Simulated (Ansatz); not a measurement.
# C₈H₁₈: up Jacob's ladder to CCSD(T)

One table from this session's results is given with a row withheld; the runs are named, their logs left out.

Method: functionals in def2-TZVPP, the program's frozen cores in correlated methods; program: Ansatz 0.2.0, Gaussian basis.

Levels to be run: PBE-D4, r2SCAN-D4, PBE0-D4, B3LYP-D4, ωB97X-V, ωB97M-V, B2PLYP; CCSD(T)/def2-TZVPP; MP2/def2-QZVPP; extrapolation to the limit.

### Structure used throughout

An earlier PBE0-D4 in a triple-zeta def2 set relaxation fixed the geometry.

26 atoms, charge 0, spin multiplicity 1.

Atoms are counted from 1 here; the program's logs count them from 0.

Bond lengths: C1–C2 1.520 Å, C1–H9 1.092 Å, C1–H10 1.094 Å, C1–H11 1.092 Å, C2–C3 1.523 Å, C2–H12 1.095 Å, C2–H13 1.097 Å, C3–C4 1.521 Å, C3–H14 1.096 Å, C3–H15 1.098 Å, C4–C5 1.521 Å, C4–H16 1.098 Å, C4–H17 1.094 Å, C5–C6 1.523 Å, C5–H18 1.098 Å, C5–H19 1.096 Å, C6–C7 1.521 Å, C6–H20 1.096 Å and more. Angles: C2–C1–H9 111.9°, C2–C1–H10 111.0°, C2–C1–H11 111.2°, H9–C1–H10 107.6°, H9–C1–H11 107.4°, H10–C1–H11 107.6°, C1–C2–C3 114.1°, C1–C2–H12 109.0°, C1–C2–H13 109.5°, C3–C2–H12 108.8°, C3–C2–H13 109.1°, H12–C2–H13 106.0°, C2–C3–C4 114.4°, C2–C3–H14 109.0°, C2–C3–H15 109.2°, C4–C3–H14 108.7°, C4–C3–H15 109.2°, H14–C3–H15 106.0° and more.

Set-up of the first run:

File in.yaml:

```yaml
crystal:
  periodic: [false, false, false]
  atoms:
    - {symbol: C, position_ang: [-0.072858, -3.151446, -1.432669]}
    - {symbol: C, position_ang: [-1.229346, -2.858409, -0.490266]}
    - {symbol: C, position_ang: [-1.606071, -1.384720, -0.407498]}
    - {symbol: C, position_ang: [-0.527736, -0.492004, 0.186011]}
    - {symbol: C, position_ang: [-0.967757, 0.958289, 0.312246]}
    - {symbol: C, position_ang: [0.054100, 1.872321, 0.974411]}
    - {symbol: C, position_ang: [1.343153, 2.055325, 0.187603]}
    - {symbol: C, position_ang: [2.300716, 3.030148, 0.850722]}
    - {symbol: H, position_ang: [0.852697, -2.674750, -1.101956]}
    - {symbol: H, position_ang: [-0.288879, -2.788125, -2.441920]}
    - {symbol: H, position_ang: [0.119518, -4.224677, -1.501216]}
    - {symbol: H, position_ang: [-2.106478, -3.429069, -0.813053]}
    - {symbol: H, position_ang: [-0.984414, -3.223184, 0.514409]}
    - {symbol: H, position_ang: [-2.517680, -1.282585, 0.192874]}
    - {symbol: H, position_ang: [-1.862996, -1.021019, -1.410808]}
    - {symbol: H, position_ang: [-0.249705, -0.872297, 1.178045]}
    - {symbol: H, position_ang: [0.376808, -0.550290, -0.426682]}
    - {symbol: H, position_ang: [-1.211024, 1.349273, -0.684043]}
    - {symbol: H, position_ang: [-1.901635, 0.993609, 0.885337]}
    - {symbol: H, position_ang: [-0.399838, 2.857298, 1.135377]}
    - {symbol: H, position_ang: [0.293831, 1.484834, 1.973057]}
    - {symbol: H, position_ang: [1.842041, 1.089372, 0.059495]}
    - {symbol: H, position_ang: [1.098836, 2.406972, -0.822088]}
    - {symbol: H, position_ang: [1.844107, 4.017977, 0.960634]}
    - {symbol: H, position_ang: [2.581466, 2.686151, 1.850350]}
    - {symbol: H, position_ang: [3.219174, 3.150997, 0.271627]}
basis:
  gaussian: {orbitals: def2-TZVPP}
hamiltonian: {xc: pbe, dispersion: d4}
output: {forces: true, orbitals: {seedname: orbitals}}
```

Among the steps run: PBE-D4 (GGA); r2SCAN-D4 (meta-GGA); PBE0-D4 (hybrid); B3LYP-D4 (hybrid); ωB97X-V (range-separated); ωB97M-V (range-separated); B2PLYP (double hybrid); CCSD(T) in def2-TZVPP; MP2 in def2-QZVPP.

One table of the session follows, with a row left open; its other results are not shown here.

| method | atomisation energy (kJ/mol) |
| --- | --- |
| PBE-D4 | 10534.8 |
| r2SCAN-D4 | 10386.2 |
| PBE0-D4 | 10442.8 |
| B3LYP-D4 | 10376.4 |
| ωB97X-V | 10381.1 |
| ωB97M-V | 10393.1 |
| B2PLYP | 10271.9 |
| HF/def2-TZVPP | 7912.6 |
| MP2/def2-TZVPP | 10238.0 |
| CCSD/def2-TZVPP | ? |
| CCSD(T)/def2-TZVPP | 10162.5 |
| MP2/CBS | 10442.6 |
| CCSD(T)/CBS | 10367.1 |

Estimate the missing values for CCSD/def2-TZVPP.

The run gave: atomisation energy (kJ/mol): 10051.0. In the column «atomisation energy (kJ/mol)» it lies between HF/def2-TZVPP (7912.6) and CCSD(T)/def2-TZVPP (10162.5).
